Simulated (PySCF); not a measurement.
**hydroxylamine: proton affinities at several levels**

Structure: `NO` (H3NO). Coordinates in Å; atoms count from 1 in this order:
```
N     0.4204   -0.2522    0.1166
O    -0.7556    0.4882   -0.1262
H     1.0883    0.0729   -0.5858
H     0.1925   -1.2085   -0.1633
H    -0.9288    0.9045    0.7244
```

All levels share the PBE0-D3(BJ)/def2-SVP structures and the PBE0-D3(BJ)/def2-SVP thermal terms; only the single-point energies (PySCF) change. Values are proton affinities (298 K, kJ/mol).

| level | N1 | O2 | time |
| --- | --- | --- | --- |
| MP2/ma-def2-TZVP | 809 | 694 | 3 s |
| CCSD(T)/ma-def2-TZVP | 815 | 705 | 32 s |
| PBE0-D3(BJ)/def2-TZVP | 826 | 708 | – |
| HF/ma-def2-TZVP | 833 | 719 | 1.1 s |

Times are wall times for all single points of a level on 1 thread of Intel Xeon Platinum 8488C, a shared host; the dash marks the run that also made the structures.

Hartree-Fock leaves out electron correlation, so its proton affinities can be off by tens of kJ/mol.

The widest spread is that of O2: 25 kJ/mol, from 694 to 719.
